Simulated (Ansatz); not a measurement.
## Worked example: GeH2⁺, doublet against GeH2, singlet

Geometry (PBE0/def2-TZVP stationary point of a singlet), kept for both states (GeH2, singlet: A1; GeH2⁺, doublet: A1):

```yaml
atoms:
  - { symbol: Ge, position_ang: [0.0000, -0.0303, 0.0000] }
  - { symbol: H, position_ang: [0.0000, 1.0906, -1.1335] }
  - { symbol: H, position_ang: [0.0000, 1.0906, 1.1335] }
```

Basis cc-pVTZ; Ansatz 0.2.0. Only valence electrons are correlated (noble-gas cores and the filled d shells of p-block atoms frozen). R marks a restricted (for open shells ROHF) determinant. No spin–orbit coupling is included, and no scalar relativity.

Full CI is exact within this basis and frozen core; it isn't the basis-set limit.

```
   level  E(GeH2, singlet) (hartree)  E(GeH2⁺, doublet) (hartree)
RCCSD(T)                -2076.647444                 -2076.302193
     PBE                -2077.860152                 -2077.514691
 wB97M-V                -2078.059715                 -2077.712861
 full CI                -2076.648225                 -2076.302811
```

Q: Give the vertical gap, GeH2⁺ doublet less GeH2 singlet, at each level in eV (1 hartree = 27.2114 eV), and each error against full CI.

A: full CI: (-2076.302811 − (-2076.648225)) × 27.2114 = 9.399 eV (the reference)
wB97M-V: (-2077.712861 − (-2078.059715)) × 27.2114 = 9.438 eV, error 0.039 eV
PBE: (-2077.514691 − (-2077.860152)) × 27.2114 = 9.400 eV, error 0.001 eV
RCCSD(T): (-2076.302193 − (-2076.647444)) × 27.2114 = 9.395 eV, error -0.004 eV

Total energies of functionals can't be set beside those of wave-function methods, since they hold the core's correlation and their own absolute errors; only the differences compare.

The reference still carries a basis error, for a change of charge of the order of 0.1 eV, so smaller errors of functionals can't be ranked.

Each level lands on the state that its own search finds. T1 diagnostics of restricted CCSD: 0.013 and 0.026.
